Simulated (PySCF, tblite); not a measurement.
**C₄H₂N radical: geometry, infrared bands and EPR parameters**

Aim: predict the infrared bands and EPR parameters of C₄H₂N radical (`N#CC1=C[CH]1`).

Programs: tblite 0.8.0 and PySCF 2.14.0, with density-fitted response routines of our own. Each step states its level of theory. These are calculated values for one molecule in the gas phase, unless marked as measured. Atoms are numbered from 0 throughout.

**1. The starting structure**

7 atoms, charge 0, multiplicity 2; geometry from: force field or distance geometry start.

Bonds of the start (Å): N0–C1 1.17, C1–C2 1.40, C2–C3 1.34, C3–C4 1.41, C4–C2 1.43, C3–H5 1.08, C4–H6 1.09.

**2. Relaxing the molecule with GFN2-xTB**

The job: settings as JSON, then the geometry in Å.

```
{"job": {"kind": "relax", "xc": "GFN2-xTB", "basis": "xTB"}, "charge": 0, "multiplicity": 2}
N      2.232300    -1.018400    -0.383800
C      1.287300    -0.532400     0.106900
C      0.161600     0.041900     0.712100
C     -1.096200    -0.230400     0.338800
C     -0.677600     1.112000     0.268700
H     -1.381000    -0.982300    -0.380000
H     -0.523100     1.614500    -0.689700
```

Run with:

```sh
OMP_NUM_THREADS=1 python probes_run.py task.json out
```

This one command runs all jobs of the session in turn.

**Question.** This job is followed by: GFN2-xTB harmonic vibrations, gas phase; UKS B3LYP, pcH-1 on C H N, non-relativistic, mean-field spin-orbit, GIAO. What will the session give for the following? strongest single infrared mode (GFN2-xTB); zero-point energy (GFN2-xTB); g(iso) (B3LYP); ⟨S²⟩; largest a(iso) (averaged by class); potential on the surface of density 0.002 e/bohr³, 1st and 99th percentile.

**Answer**, as computed:

| quantity | value |
| --- | --- |
| strongest single infrared mode (GFN2-xTB) | 2218 cm⁻¹, 114 km/mol |
| zero-point energy (GFN2-xTB) | 25.3 kcal/mol |
| g(iso) (B3LYP) | 2.00270 |
| ⟨S²⟩ | 0.762 (exact 0.75) |
| largest a(iso) (averaged by class) | 13C on C1, -60.5 MHz |
| potential on the surface of density 0.002 e/bohr³, 1st and 99th percentile | -2.07 V and 2.05 V |

What this shows: Over 33 steps the energy fell by 1.650 eV; of the close pairs, C2–C3 changed most, 1.340 to 1.456 Å. All 15 modes are real, so the xTB geometry is a minimum. The strongest single mode, at 2218 cm⁻¹, moves mainly C1 and N0. Unscaled tight-binding wavenumbers are off by several per cent, some by more. Its intensities can rank the bands wrongly. The largest spin populations lie on C2 (0.61 e), N0 (0.43 e). The isotropic g lies 0.4 ppt above the free-electron value. The conformer search found further structures of the same energy, which may be mirror or relabelled copies of this one.
